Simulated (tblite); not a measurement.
A geometry optimisation, step by step.

Species: C5H6F (doublet state).
Atom-mapped SMILES: `[CH3:1][C@@:2]1([F:3])[CH:4][CH:5]=[CH:6]1` (hydrogens: H7, H8, H9 on C1; H10 on C4; H11 on C5; H12 on C6)
Bond orders are those of one Lewis drawing.

Computed with GFN2-xTB (tblite), gas phase: L-BFGS steps from a force-field or distance-geometry start until the largest atomic force falls under 0.01 eV/Å. 13 of its 80 geometries are shown.

Step 0: E = -498.9219 eV, largest atomic force 3.704 eV/Å
```
atom  x, y, z in Å  |  force x, y, z in eV/Å
C1      1.546   -0.089   -0.318    0.809  -0.719   0.790
C2      0.192    0.357    0.202    2.777   0.348   0.043
F3      0.377    1.337    1.157    0.160   0.301   0.341
C4     -0.836    0.748   -0.793   -3.017   0.597   2.064
C5     -1.616   -0.385   -0.207   -2.014   0.369  -2.656
C6     -0.698   -0.719    0.661    0.399  -1.443   1.519
H7      1.704   -1.136    0.049    0.214   0.856  -0.267
H8      2.311    0.582    0.140   -0.379  -0.609  -0.660
H9      1.598   -0.125   -1.405    0.027   0.307   0.208
H10    -1.340    1.707   -0.485    0.682  -0.470  -1.364
H11    -2.596   -0.786   -0.443    0.230   0.072  -0.076
H12    -0.643   -1.491    1.417    0.111   0.390   0.057
```

Step 7: E = -499.6674 eV, largest atomic force 0.449 eV/Å
```
atom  x, y, z in Å  |  force x, y, z in eV/Å
C1      1.560   -0.101   -0.297    0.162   0.060  -0.225
C2      0.206    0.356    0.265    0.004  -0.027  -0.113
F3      0.455    1.327    1.224   -0.021  -0.215   0.346
C4     -1.000    0.784   -0.582    0.240  -0.246   0.063
C5     -1.682   -0.396   -0.225    0.074   0.234   0.252
C6     -0.698   -0.807    0.656   -0.232   0.333  -0.056
H7      1.785   -1.117    0.042   -0.146   0.189  -0.094
H8      2.363    0.543    0.070   -0.254   0.043   0.009
H9      1.606   -0.079   -1.387   -0.229  -0.019   0.137
H10    -1.327    1.797   -0.739    0.058  -0.244  -0.372
H11    -2.642   -0.808   -0.514    0.333   0.122   0.078
H12    -0.624   -1.502    1.461    0.011  -0.231  -0.024
```

Step 13: E = -499.8397 eV, largest atomic force 0.341 eV/Å
```
atom  x, y, z in Å  |  force x, y, z in eV/Å
C1      1.537   -0.069   -0.318   -0.208   0.015   0.236
C2      0.213    0.352    0.329    0.000   0.143   0.126
F3      0.485    1.208    1.386    0.093   0.147  -0.025
C4     -0.963    0.795   -0.537   -0.093  -0.076  -0.028
C5     -1.674   -0.341   -0.157    0.070   0.141  -0.261
C6     -0.715   -0.775    0.728    0.116  -0.307  -0.092
H7      1.770   -1.080    0.008    0.091  -0.003  -0.041
H8      2.315    0.598    0.046    0.032   0.023  -0.154
H9      1.501   -0.052   -1.403   -0.095   0.098   0.064
H10    -1.256    1.699   -1.026    0.265   0.046  -0.090
H11    -2.593   -0.762   -0.501   -0.310  -0.015   0.066
H12    -0.619   -1.574    1.420    0.039  -0.210   0.200
```

Step 20: E = -499.8960 eV, largest atomic force 0.139 eV/Å
```
atom  x, y, z in Å  |  force x, y, z in eV/Å
C1      1.506   -0.044   -0.300    0.057  -0.026  -0.027
C2      0.205    0.348    0.383    0.078  -0.040  -0.002
F3      0.494    1.196    1.441   -0.126  -0.011  -0.035
C4     -0.945    0.791   -0.512   -0.053   0.068  -0.032
C5     -1.667   -0.340   -0.163   -0.070   0.002   0.055
C6     -0.717   -0.810    0.728    0.033   0.032   0.131
H7      1.781   -1.054   -0.012    0.100  -0.050   0.040
H8      2.296    0.637   -0.004    0.051   0.067   0.016
H9      1.399   -0.010   -1.378   -0.038   0.003  -0.128
H10    -1.113    1.632   -1.152    0.079   0.014   0.049
H11    -2.622   -0.720   -0.467   -0.072  -0.027  -0.064
H12    -0.617   -1.627    1.410   -0.039  -0.033  -0.004
```

Step 26: E = -499.9036 eV, largest atomic force 0.091 eV/Å
```
atom  x, y, z in Å  |  force x, y, z in eV/Å
C1      1.513   -0.044   -0.305   -0.017   0.013   0.017
C2      0.206    0.338    0.382    0.005  -0.059   0.034
F3      0.469    1.200    1.436    0.019  -0.030  -0.020
C4     -0.943    0.785   -0.512    0.024  -0.037   0.014
C5     -1.676   -0.337   -0.153   -0.007  -0.008   0.014
C6     -0.726   -0.812    0.740    0.011  -0.009  -0.023
H7      1.812   -1.049   -0.012    0.022   0.041  -0.005
H8      2.297    0.651   -0.015   -0.025   0.028  -0.020
H9      1.388   -0.011   -1.384    0.024  -0.035   0.022
H10    -1.079    1.634   -1.147   -0.022   0.007  -0.002
H11    -2.632   -0.715   -0.467    0.003   0.024   0.016
H12    -0.628   -1.641    1.412   -0.039   0.067  -0.048
```

Step 33: E = -499.9104 eV, largest atomic force 0.112 eV/Å
```
atom  x, y, z in Å  |  force x, y, z in eV/Å
C1      1.530   -0.040   -0.305    0.009   0.002  -0.052
C2      0.214    0.306    0.378   -0.049   0.035  -0.061
F3      0.472    1.161    1.440   -0.020  -0.037   0.028
C4     -0.930    0.773   -0.516   -0.029   0.039   0.011
C5     -1.692   -0.325   -0.145    0.044  -0.025  -0.049
C6     -0.737   -0.830    0.725   -0.050  -0.009  -0.008
H7      1.896   -1.016    0.006   -0.001   0.050   0.100
H8      2.267    0.719   -0.050   -0.003  -0.053  -0.033
H9      1.397   -0.055   -1.384   -0.011  -0.003  -0.017
H10    -1.067    1.631   -1.141    0.019  -0.002   0.015
H11    -2.662   -0.680   -0.447    0.038   0.047   0.028
H12    -0.686   -1.645    1.413    0.052  -0.043   0.039
```

Step 40: E = -499.9176 eV, largest atomic force 0.114 eV/Å
```
atom  x, y, z in Å  |  force x, y, z in eV/Å
C1      1.539   -0.035   -0.315    0.076  -0.009  -0.004
C2      0.216    0.275    0.365   -0.018   0.079  -0.036
F3      0.465    1.093    1.457    0.002   0.052   0.062
C4     -0.926    0.773   -0.513   -0.011   0.020   0.002
C5     -1.702   -0.316   -0.149   -0.004   0.022   0.006
C6     -0.746   -0.856    0.699   -0.029   0.013  -0.046
H7      1.974   -0.948    0.081   -0.027  -0.063  -0.010
H8      2.234    0.778   -0.117   -0.030   0.052  -0.047
H9      1.405   -0.126   -1.391   -0.024  -0.082   0.076
H10    -1.051    1.638   -1.129    0.009   0.017   0.011
H11    -2.692   -0.628   -0.427    0.005  -0.027  -0.015
H12    -0.715   -1.650    1.412    0.049  -0.076  -0.001
```

Step 46: E = -499.9264 eV, largest atomic force 0.359 eV/Å
```
atom  x, y, z in Å  |  force x, y, z in eV/Å
C1      1.541   -0.034   -0.303   -0.336  -0.031   0.073
C2      0.209    0.285    0.358    0.111  -0.093   0.132
F3      0.440    1.056    1.491    0.099   0.094  -0.031
C4     -0.935    0.807   -0.495    0.072  -0.065  -0.005
C5     -1.705   -0.297   -0.159   -0.008   0.038   0.009
C6     -0.741   -0.865    0.659    0.143  -0.065   0.125
H7      1.996   -0.881    0.190    0.220  -0.067   0.220
H8      2.187    0.829   -0.252    0.172   0.163   0.080
H9      1.394   -0.297   -1.337   -0.146  -0.049  -0.324
H10    -1.037    1.685   -1.095   -0.087   0.049  -0.022
H11    -2.695   -0.601   -0.431   -0.111  -0.052  -0.066
H12    -0.652   -1.686    1.347   -0.130   0.077  -0.192
```

Step 53: E = -499.9578 eV, largest atomic force 0.098 eV/Å
```
atom  x, y, z in Å  |  force x, y, z in eV/Å
C1      1.533   -0.050   -0.295    0.014   0.046   0.024
C2      0.214    0.284    0.376   -0.002  -0.023  -0.013
F3      0.466    1.062    1.499    0.037  -0.059  -0.015
C4     -0.925    0.831   -0.477   -0.017  -0.015   0.012
C5     -1.702   -0.275   -0.165   -0.017  -0.055   0.002
C6     -0.743   -0.868    0.640   -0.004   0.066   0.045
H7      2.086   -0.766    0.311   -0.031   0.020  -0.019
H8      2.125    0.858   -0.381    0.012  -0.008  -0.097
H9      1.350   -0.473   -1.280    0.030   0.037   0.068
H10    -1.048    1.730   -1.045    0.005  -0.032   0.038
H11    -2.695   -0.582   -0.445    0.015   0.030  -0.061
H12    -0.660   -1.752    1.236   -0.043  -0.007   0.016
```

Step 59: E = -499.9654 eV, largest atomic force 0.063 eV/Å
```
atom  x, y, z in Å  |  force x, y, z in eV/Å
C1      1.536   -0.047   -0.292    0.017   0.017  -0.058
C2      0.216    0.274    0.381   -0.020   0.012  -0.016
F3      0.482    1.027    1.515   -0.011   0.022   0.048
C4     -0.922    0.839   -0.461    0.004  -0.001   0.031
C5     -1.706   -0.267   -0.169    0.013  -0.004  -0.014
C6     -0.753   -0.874    0.634   -0.004  -0.007  -0.059
H7      2.134   -0.670    0.369    0.010   0.004  -0.020
H8      2.083    0.873   -0.496   -0.053  -0.024   0.024
H9      1.360   -0.571   -1.226   -0.013  -0.028   0.009
H10    -1.050    1.749   -1.008    0.030   0.006   0.011
H11    -2.699   -0.553   -0.469    0.036  -0.013  -0.001
H12    -0.679   -1.780    1.197   -0.011   0.015   0.047
```

Step 66: E = -499.9686 eV, largest atomic force 0.040 eV/Å
```
atom  x, y, z in Å  |  force x, y, z in eV/Å
C1      1.533   -0.045   -0.296    0.009  -0.005  -0.025
C2      0.218    0.264    0.389   -0.005  -0.029   0.006
F3      0.483    0.998    1.537    0.010   0.007   0.011
C4     -0.915    0.846   -0.447    0.029  -0.001   0.016
C5     -1.702   -0.263   -0.177   -0.005   0.019  -0.026
C6     -0.755   -0.885    0.621   -0.040   0.004  -0.003
H7      2.178   -0.597    0.383   -0.005  -0.005   0.008
H8      2.028    0.884   -0.571    0.003   0.005  -0.009
H9      1.357   -0.639   -1.188   -0.017   0.015   0.006
H10    -1.024    1.764   -0.984   -0.009  -0.001   0.011
H11    -2.694   -0.541   -0.486    0.007  -0.023  -0.016
H12    -0.705   -1.786    1.195    0.023   0.015   0.021
```

Step 72: E = -499.9698 eV, largest atomic force 0.058 eV/Å
```
atom  x, y, z in Å  |  force x, y, z in eV/Å
C1      1.529   -0.046   -0.297   -0.033  -0.016  -0.008
C2      0.217    0.264    0.397    0.008   0.010  -0.006
F3      0.492    0.994    1.544   -0.014   0.008   0.005
C4     -0.911    0.849   -0.443   -0.012   0.003  -0.002
C5     -1.698   -0.264   -0.189   -0.002  -0.016   0.015
C6     -0.759   -0.882    0.623    0.041  -0.029   0.030
H7      2.181   -0.593    0.380   -0.002  -0.007   0.007
H8      2.018    0.881   -0.585    0.016   0.027   0.000
H9      1.344   -0.645   -1.183   -0.008  -0.014  -0.019
H10    -1.024    1.772   -0.971    0.002  -0.001   0.004
H11    -2.682   -0.556   -0.510    0.024   0.019  -0.019
H12    -0.705   -1.776    1.209   -0.019   0.016  -0.009
```

Step 79: E = -499.9705 eV, largest atomic force 0.006 eV/Å
```
atom  x, y, z in Å  |  force x, y, z in eV/Å
C1      1.523   -0.047   -0.300    0.001   0.001   0.006
C2      0.217    0.271    0.402    0.002   0.002   0.001
F3      0.496    1.007    1.544   -0.001  -0.002   0.000
C4     -0.911    0.849   -0.441    0.001   0.002  -0.001
C5     -1.690   -0.271   -0.192    0.001   0.000  -0.002
C6     -0.754   -0.879    0.632   -0.002   0.001   0.000
H7      2.165   -0.619    0.366    0.001   0.001   0.000
H8      2.029    0.878   -0.568    0.002   0.001  -0.001
H9      1.326   -0.625   -1.197   -0.001  -0.002  -0.006
H10    -1.028    1.771   -0.970   -0.001   0.001  -0.001
H11    -2.666   -0.569   -0.529   -0.003  -0.002   0.001
H12    -0.705   -1.766    1.227   -0.002  -0.003   0.002
```

Problem. Summarise the path.

Solution. The energy falls by 1.0487 eV from step 0 to step 79; nine tenths of that is first reached at step 16. It rises by more than 0.2 meV at step 46. The largest force goes from 3.704 to 0.006 eV/Å. Among the bonds C4–C5 changes most, from 1.496 to 1.387 Å; the atoms move by 0.469 Å rms after alignment.

The cost below is that of the whole relaxation. The run took 0.31 s on Arm Neoverse V1, one thread, on a shared host.
